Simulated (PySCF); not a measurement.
Species: C5H12O.
SMILES: `CC(C)(OC)C`

Computed, not measured: TDDFT wB97X-D/def2-SVPD, vertical, gas phase, core orbitals frozen in the response in PySCF 2.14.0, density-fitted response routines. Isolated species at its GFN2-xTB geometry, gas phase. Torsions of this conformer, `[CH3:1][O:2][C:3]([CH3:4])([CH3:5])[CH3:6]`: C1–O2–C3–C4 62°.

Broadening: Gaussians 0.4 eV wide at half height, area fixed by f = 4.319×10⁻⁹ ∫ε dν̃. The width is an assumption, not a result. The curve ends short of the highest state used, and states not computed would add to its high-energy end.

(λ (nm), ε (L mol⁻¹ cm⁻¹)): (141.5, 2800), (142.2, 2790), (143.0, 2669), (143.7, 2480), (144.4, 2242), (145.1, 1988), (145.8, 1752), (146.6, 1542), (147.3, 1432), (148.0, 1397), (148.7, 1428), (149.4, 1503), (150.1, 1593), (150.9, 1673), (151.6, 1695), (152.3, 1656), (153.0, 1553), (153.7, 1397), (154.5, 1173), (155.2, 962), (155.9, 757), (156.6, 571), (157.3, 414), (158.0, 289), (158.8, 183), (159.5, 119), (160.2, 75), (160.9, 47), (161.6, 30), (162.4, 20), (163.1, 15), (163.8, 14), (164.5, 13), (165.2, 13), (165.9, 13), (166.7, 13), (167.4, 12), (168.1, 12), (168.8, 11), (169.5, 9), (170.3, 8), (171.0, 6), (171.7, 5), (172.4, 4), (173.1, 3), (173.8, 2), (174.6, 2), (175.3, 1), (176.0, 1), (176.7, 1), (177.4, 0), (178.2, 0), (178.9, 0), (179.6, 0), (180.3, 0), (181.0, 0)

Task: Where are the band maxima, and which computed states make them?

Result: 166 nm (7.47 eV), ε about 13, made up of S1 (97%) (hardly more than a shoulder); 152 nm (8.18 eV), ε about 1700, made up of S2 (95%); 142 nm (8.75 eV), ε about 2800, made up of S4 (11%), S5 (69%) and S6 (11%) (ε in L mol⁻¹ cm⁻¹; maxima over ε = 5, shares over 10%). The states used: S1 7.45 eV (f 0.0002); S2 8.16 eV (f 0.024); S3 8.54 eV (f 0.0073); S4 8.60 eV (f 0.0067); S5 8.75 eV (f 0.029); S6 9.01 eV (f 0.014); S7 9.35 eV (f 0.0048); S8 9.36 eV (f 0.063).

Task: Coming from long wavelengths, where does ε first pass 100 L mol⁻¹ cm⁻¹?

Result: At about 160 nm (7.76 eV), 0.31 eV above S1.

Task: What would ε be at 8.75 eV, the highest of these maxima, with half the width (0.2 eV)?

Result: About 4150 L mol⁻¹ cm⁻¹ against 2810, a factor of about 1.5; a lone state at its own centre would give exactly 2.

Hardware: one thread of an Arm Neoverse N1 (shared host). Cost: 71 s of wall time.
